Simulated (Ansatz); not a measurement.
# C₂, singlet in 6-31G: errors against full CI

Geometry: a point of a stretch scan, not a stationary point.

```xyz
2

C     0.0000    0.0000    0.0000
C     0.0000    0.0000    1.9680
```

Basis 6-31G; Ansatz 0.2.0. Only valence electrons are correlated (noble-gas cores frozen), which leaves 8 electrons in 16 orbitals. Prefix R: restricted or restricted open-shell reference; prefix U: unrestricted. Active spaces: valence = (8e, 8o) chosen from the atoms' valence shells; pair = (2e, 2o) about the gap.

Full CI is exact within this basis and frozen core; it isn't the basis-set limit. The frozen core follows each run's orbitals, which can shift R against U totals by a few meV.

The determinant fills πx and πy unequally, so it is a mixture of Σ and Δ, which weighs on every level built on one determinant.

RHF is unstable: UHF (⟨S²⟩ = 1.96) lies 2.90 eV below the lowest RHF solution. Higher spins weren't run at this geometry and may lie near or lower.

* UHF ⟨S²⟩: 1.963
* ⟨S²⟩ of the determinant under UCCSD: 1.000
* T1 diagnostic (RCCSD): 0.0260
* largest doubles amplitude (RCCSD): 0.350

```json
{"level": "RHF", "E − E(full CI) (kcal/mol)": "148.75", "share of correlation (%)": "0.00", "wall time": "–"}
{"level": "UHF†", "E − E(full CI) (kcal/mol)": "81.94", "share of correlation (%)": "–", "wall time": "0.42 s"}
{"level": "RMP2", "E − E(full CI) (kcal/mol)": "23.29", "share of correlation (%)": "84.34", "wall time": "–"}
{"level": "UMP2†", "E − E(full CI) (kcal/mol)": "14.81", "share of correlation (%)": "–", "wall time": "–"}
{"level": "CISD", "E − E(full CI) (kcal/mol)": "25.90", "share of correlation (%)": "82.59", "wall time": "0.18 s"}
{"level": "RCCSD*", "E − E(full CI) (kcal/mol)": "11.03", "share of correlation (%)": "92.59", "wall time": "–"}
{"level": "UCCSD*†", "E − E(full CI) (kcal/mol)": "7.97", "share of correlation (%)": "–", "wall time": "–"}
{"level": "RCCSD(T)*", "E − E(full CI) (kcal/mol)": "3.07", "share of correlation (%)": "97.94", "wall time": "0.81 s"}
{"level": "UCCSD(T)*†", "E − E(full CI) (kcal/mol)": "-1.02", "share of correlation (%)": "–", "wall time": "3 s"}
{"level": "BCCD(T)*", "E − E(full CI) (kcal/mol)": "3.23", "share of correlation (%)": "97.83", "wall time": "0.9 s"}
{"level": "RCCSDT*", "E − E(full CI) (kcal/mol)": "3.36", "share of correlation (%)": "97.74", "wall time": "–"}
{"level": "UCCSDT*†", "E − E(full CI) (kcal/mol)": "-4.33", "share of correlation (%)": "–", "wall time": "–"}
{"level": "CISDTQ", "E − E(full CI) (kcal/mol)": "2.71", "share of correlation (%)": "98.18", "wall time": "2.1 s"}
{"level": "RCCSDT(Q)*", "E − E(full CI) (kcal/mol)": "1.32", "share of correlation (%)": "99.11", "wall time": "1.8 s"}
{"level": "UCCSDT(Q)*†", "E − E(full CI) (kcal/mol)": "-8.16", "share of correlation (%)": "–", "wall time": "9.5 s"}
{"level": "RCCSDTQ*", "E − E(full CI) (kcal/mol)": "0.50", "share of correlation (%)": "99.67", "wall time": "13 s"}
{"level": "UCCSDTQ*†", "E − E(full CI) (kcal/mol)": "-8.42", "share of correlation (%)": "–", "wall time": "57 s"}
{"level": "CASSCF (valence space)", "E − E(full CI) (kcal/mol)": "30.43", "share of correlation (%)": "79.54", "wall time": "–"}
{"level": "NEVPT2 (valence space)", "E − E(full CI) (kcal/mol)": "8.66", "share of correlation (%)": "94.18", "wall time": "1.9 s"}
{"level": "MRCISD (valence space)", "E − E(full CI) (kcal/mol)": "0.86", "share of correlation (%)": "99.42", "wall time": "–"}
{"level": "MRCISD+Q (valence space)", "E − E(full CI) (kcal/mol)": "0.11", "share of correlation (%)": "99.92", "wall time": "3 s"}
```

An asterisk marks runs whose energy the program itself flagged as in doubt. A dagger marks rows that describe another state than the reference (another or a broken symmetry, a higher spin or other natural occupations), so the difference holds a gap between states beside the method's error.

The correlation energy at full CI, counted from RHF, is -6.450 eV. That run took 8 s on 1 thread of Arm Neoverse V1, shared host over 414,864 determinants.

Run but not shown, since their state, orbitals or frozen core can't be matched to the reference's or they repeat it: CASSCF (pair space), NEVPT2 (pair space), MRCISD (pair space), MRCISD+Q (pair space).

Times hold each run's SCF and search for its determinant on a shared host, so for small cases they say little of a method's own cost; they ran on 1 thread of Arm Neoverse V1. Some runs computed forces too.

Unrestricted levels hold only the spin's projection, and here they fall towards a lower state of higher spin.

The full-CI state has the irrep Ag of D2h, in the program's axes (one component, if the state is degenerate).

Natural occupations of full CI about the gap: 1.953 1.932 1.873 0.867 0.867 0.175 0.175 0.120 0.011 0.008; effectively unpaired electrons, Σ n²(2−n)², 2.27. No single determinant describes this state well, so single-reference rows can miss without a flag.
